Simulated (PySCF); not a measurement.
# A thermochemical cycle for CF

PBE0 in PySCF with def2-TZVPPD on every atom, for the lowest determinant that a PBE0 search found; no spin–orbit coupling. CF, a doublet (π ↑), has De = 5.83 eV to neutral atoms, and CF⁺, a singlet (closed shell), has De = 7.98 eV to C⁺ + F.

At the same level the C atom ionises at 11.51 eV.

Problem. What is the adiabatic ionisation energy of the molecule, and does ionisation strengthen or weaken the bond?

Solution. IE = IE(C) + De(neutral) − De(ion) = 11.51 + 5.83 − 7.98 = 9.36 eV. De changes by +2.15 eV, so ionisation strengthens the bond.

For an ion De counts to the pair picked by the measured ionisation energies or electron affinities, which need not be the lowest pair at this level. States were picked by a PBE0 search and need not be the measured ground states.
